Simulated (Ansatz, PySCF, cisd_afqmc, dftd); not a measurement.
Species: OCl, charge 0, doublet. OCl (SMILES [O]Cl, doublet).
B3LYP-D3(BJ)/def2-TZVP minimum from Ansatz (a quantum-chemistry and plane-wave program):
```xyz
2

Cl     0.0000     0.0000    -0.5055
O      0.0000     0.0000     1.0742
```
Charge 0, spin multiplicity 2.

Wanted: enthalpy of formation at 298 K (by atomisation, with ideal-gas terms from PySCF's Hessian at B3LYP-D3(BJ)/def2-TZVP and the atoms' measured values of the G2/97 table; no spin-orbit terms), in kJ/mol. Radicals and triplets start from unrestricted determinants; spin-orbit coupling is neglected. Cores are frozen in correlated methods. Rows without X2C or -DK are non-relativistic. AFQMC/CISD: phaseless, guided by CISD from CCSD amplitudes; bars are statistical, one sigma. Outlying blocks are dropped, and bars are widened where a walk drifts. Over all cases where full CI ran beside it in this data, AFQMC minus full CI had a median of +0.1 mEh and passed +0.4 mEh in a tenth of the cases. CBS(X,Y): correlation extrapolated as X^-3, Hartree-Fock from the larger set (Q,5: extrapolated as (X+1)exp(-9√X)). A bracket is a step between two methods taken in the basis named. Functionals run without relativity, which enters their misses. Double hybrids freeze cores in their MP2 part. 'core' is core correlation in cc-pwCVTZ (1s frozen past Ne), 'X2C' scalar relativity in cc-pVTZ-DK, both at CCSD(T).

Measured: 24.2 kcal/mol, 101.3 kJ/mol (G2/97 table in ASE (Curtiss et al.)); atomic spin-orbit terms, which the calculations lack, would raise the computed values.

| level | program | enthalpy of formation at 298 K (kJ/mol) | error against that value |
|---|---|---|---|
| HF/aug-cc-pV(Q+d)Z | Ansatz | 345.4 | 244.1 |
| PBE-D3(BJ)/def2-TZVPD | Ansatz + dftd3 | 31.0 | -70.3 |
| PBE0-D4/def2-TZVPD | Ansatz + dftd4 | 90.1 | -11.2 |
| B2GP-PLYP-D4/def2-TZVPD | Ansatz + dftd4 | 119.7 | 18.4 |
| CCSDT(Q)/cc-pV(Q+d)Z | Ansatz | 111.9 | 10.6 |
| CCSDTQ/cc-pV(D+d)Z | Ansatz | 187.4 | 86.1 |
| AFQMC/CISD/cc-pV(D+d)Z | cisd_afqmc | 187.9 ± 1.4 | 86.6 |
| AFQMC/CISD/cc-pV(T+d)Z | cisd_afqmc | 131.6 ± 0.9 | 30.3 |
| CCSD(T)/CBS(cc-pV(Q+d)Z,cc-pV(5+d)Z) + [CCSDT(Q) - CCSD(T)]/cc-pV(D+d)Z + core + X2C | Ansatz | 97.2 | -4.1 |
| CCSD(T)/CBS(cc-pV(Q+d)Z,cc-pV(5+d)Z) + [CCSDT(Q) - CCSD(T)]/cc-pV(Q+d)Z + [CCSDTQ - CCSDT(Q)]/cc-pV(D+d)Z + core + X2C | Ansatz | 97.5 | -3.8 |
